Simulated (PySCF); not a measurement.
C₃H₂F₂.
InChI=1S/C3H2F2/c4-2-1-3(2)5/h1H2

Level of theory: EOM-IP-CCSD/aug-cc-pVDZ in PySCF, restricted Hartree–Fock reference, 5 core orbitals frozen, non-relativistic, gas phase, PBE0-D3(BJ)/def2-SVP geometry.

Hartree–Fock orbital energies give these Koopmans values (eV): HOMO 10.15, HOMO-1 13.29, HOMO-2 14.06, HOMO-3 16.65, HOMO-4 19.66, HOMO-5 19.87, HOMO-6 19.97, HOMO-7 20.34.

Problem. What vertical ionisation energies does EOM-IP-CCSD give?

Solution. 
| leading hole (HF orbital) | Koopmans (eV) | EOM-IP-CCSD (eV) | change (eV) | one-hole share |
| --- | --- | --- | --- | --- |
| HOMO | 10.15 | 9.90 | -0.25 | 0.97 |
| HOMO-1 | 13.29 | 12.39 | -0.90 | 0.96 |
| HOMO-2 | 14.06 | 12.78 | -1.28 | 0.96 |
| HOMO-3 | 16.65 | 15.30 | -1.35 | 0.95 |
| HOMO-4 | 19.66 | 16.80 | -2.86 | 0.93 |
| HOMO-5 | 19.87 | 17.02 | -2.85 | 0.94 |
| HOMO-6 | 19.97 | 17.43 | -2.54 | 0.94 |
| HOMO-7 | 20.34 | 17.75 | -2.59 | 0.93 |

Problem. Does the order of the lines follow the orbital energies?

Solution. Yes, no two lines change places. The corrections run from -2.86 to -0.25 eV, with a mean of -1.83 eV over the 8 lines; no line lies above its Koopmans value.

Problem. At what kinetic energies would He II light (40.81 eV) eject these electrons?

Solution. 30.91 eV (HOMO), 28.42 eV (HOMO-1), 28.03 eV (HOMO-2), 25.51 eV (HOMO-3), 24.01 eV (HOMO-4), 23.79 eV (HOMO-5), 23.38 eV (HOMO-6), 23.06 eV (HOMO-7).

One root was sought for each valence orbital with −ε under 21 eV, eight at most, so deeper holes and satellites are missing; no vibrational structure.
